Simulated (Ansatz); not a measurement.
```yaml
crystal:
  periodic: [false, false, false]
  atoms:
    - {symbol: O, position_ang: [-1.399830, -0.225187, -0.002312]}
    - {symbol: Si, position_ang: [0.104899, 0.382365, 0.003250]}
    - {symbol: O, position_ang: [1.354814, -0.463757, -0.003501]}
    - {symbol: H, position_ang: [-2.208381, 0.281537, 0.001713]}
basis:
  gaussian: {orbitals: def2-TZVP}
magnetization: {spin_polarized: true, initial_magnetization: 1}
hamiltonian: {xc: pbe0}
relax: {f_tol: 0.004, max_steps: 80}
```

```sh
$ ansatz run in.yaml --threads 1 --pin off --events-out ev --progress --plain --max-ram 2176MiB
```

Steps of the relaxation (energy above the last step; positions in Å, forces in eV/Å):

```
4
step 1, 22.2 meV
O    -1.400   -0.225   -0.002    0.072   -0.388   -0.003
Si    0.105    0.382    0.003   -0.599    0.411    0.003
O     1.355   -0.464   -0.004    0.604   -0.333   -0.003
H    -2.208    0.282    0.002   -0.077    0.309    0.003
```

```
4
step 2, 14.6 meV
O    -1.403   -0.232   -0.002   -0.071   -0.287   -0.002
Si    0.100    0.379    0.003   -0.293    0.238    0.002
O     1.361   -0.461   -0.003    0.307   -0.150   -0.001
H    -2.207    0.289    0.002    0.057    0.200    0.002
```

```
4
step 3, 3.8 meV
O    -1.417   -0.259   -0.003   -0.232   -0.050    0.000
Si    0.084    0.367    0.003    0.274   -0.074   -0.001
O     1.375   -0.449   -0.003   -0.241    0.151    0.001
H    -2.191    0.315    0.002    0.199   -0.027    0.000
```

```
4
step 4, 0.9 meV
O    -1.422   -0.272   -0.003   -0.144    0.004    0.000
Si    0.078    0.363    0.003    0.204   -0.063    0.000
O     1.374   -0.442   -0.003   -0.172    0.103    0.001
H    -2.178    0.326    0.002    0.112   -0.044    0.000
```

```
4
step 5, 0.0 meV
O    -1.426   -0.278   -0.003    0.013   -0.001    0.000
Si    0.076    0.361    0.003   -0.009   -0.006    0.000
O     1.371   -0.438   -0.003   -0.002    0.002    0.000
H    -2.170    0.331    0.002   -0.003    0.005    0.000
```

```
4
step 6, 0.0 meV
O    -1.426   -0.278   -0.003   -0.003    0.000    0.000
Si    0.076    0.360    0.003    0.001    0.001    0.000
O     1.371   -0.438   -0.003    0.002   -0.001    0.000
H    -2.169    0.331    0.002    0.000    0.000    0.000
```

Close pairs at the end: O1–H4 0.962 Å, Si2–O3 1.521 Å, O1–Si2 1.632 Å.

A stationary point of unrestricted PBE0 after 6 steps, with ⟨S²⟩ = 0.756 against 0.75 for a pure state; no frequencies were run, so it isn't proven a minimum. 22 s on 1 thread of Arm Neoverse V1, shared host.
